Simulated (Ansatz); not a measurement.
A displaced shape of doublet N₂(+):

```
atom    x (Å)   y (Å)    z (Å)
   N  -0.0246  0.0435  -0.5532
   N   0.0260  0.0290   0.5862
```

It was optimised with HF/def2-SVP in Ansatz (development build ahead of 0.2.0) to forces under 0.001 eV/Å, with unrestricted orbitals. Each step stands on the lowest determinant of that kind that the program's search found.

Problem. What shape does it relax to, and how does the optimisation go?

Solution.

```xyz
2

N    -0.0239    0.0433   -0.5377
N     0.0253    0.0292    0.5706
```

Bond lengths: N1–N2 1.109 Å.

```tsv
step	E − E(start) (eV)	largest force (eV/Å)
1	0.0000	2.3876
2	-0.0342	0.9702
3	-0.0395	0.2130
4	-0.0398	0.0124
5	-0.0398	0.0002
```

The optimisation ended after 5 steps with its threshold met.
